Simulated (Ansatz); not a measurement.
A nudged elastic band was laid between two geometries of H$_{4}$OSi (6 atoms, charge 0, multiplicity 1).

These are results of Ansatz, RHF/def2-TZVP, not measurements.

```
movable images  : 7
climbing image  : yes
spring          : 5.0 eV/Å²
optimiser       : quadratic models (default)
start path      : through a guess of the saddle point
force threshold : 0.03 eV/Å
iteration limit : 60
end points      : relaxed
```

Image 0:

```xyz
6
Properties=species:S:1:pos:R:3
Si 0.303 -0.020 0.081
O 0.565 -0.114 1.686
H -0.153 -0.175 2.288
H 1.624 0.052 -0.561
H -0.488 1.180 -0.263
H -0.430 -1.204 -0.412
```

Image 8:

```xyz
6
Properties=species:S:1:pos:R:3
Si -0.002 0.158 -0.746
O 0.940 0.101 1.117
H 0.442 -0.263 1.833
H 1.806 -0.278 1.116
H -1.009 1.101 -0.138
H -0.756 -1.100 -0.364
```

(1) Which bonds break or form, and what moves?

(2) Give the energies along the band, and the barrier.

(3) What is the geometry of the highest image?

The band took 10 iterations and roughly 50 core-seconds.

## Answers

(1) Bonds broken: Si1–H4. Bonds formed: O2–H4.

(2) It converged. The highest image is number 5 of 0 to 8, 4.38 eV above the first end and 1.57 eV above the last; the last end lies 2.81 eV above the first. Beside the main top the profile has a ripple of under 15 meV (maxima at images 1, 5), which may be a very shallow well or noise. Neighbouring images differ by up to 2.2 eV, so the band resolves the path poorly. A vibrational analysis at the climbing image gives one clearly imaginary mode, 2115i cm⁻¹: a first-order saddle point. The orbitals stay closed-shell, which can raise the energy where a bond breaks towards radicals; this wasn't checked here.

```
image  path coordinate (Å)  energy (eV)  Si1–H4 (Å)  O2–H4 (Å)
    0                 0.00         0.00        1.47       2.49
    1                 0.47         0.02        1.47       2.53
    2                 0.94         0.00        1.48       2.58
    3                 1.41         0.35        1.47       2.26
    4                 1.88         2.20        1.48       1.76
    5                 2.35         4.38        1.62       1.24
    6                 2.80         3.24        2.04       0.96
    7                 3.24         2.84        2.51       0.94
    8                 3.69         2.81        2.63       0.94
```

(3) 
```xyz
6
Properties=species:S:1:pos:R:3
Si 0.158 0.045 -0.318
O 0.701 0.155 1.434
H 0.512 -0.551 2.037
H 1.534 -0.046 0.536
H -0.710 1.226 -0.532
H -0.775 -1.110 -0.340
```

Time of the run: 25 s on 2 threads of Arm Neoverse V1 (shared host), peak memory 0.13 GiB.
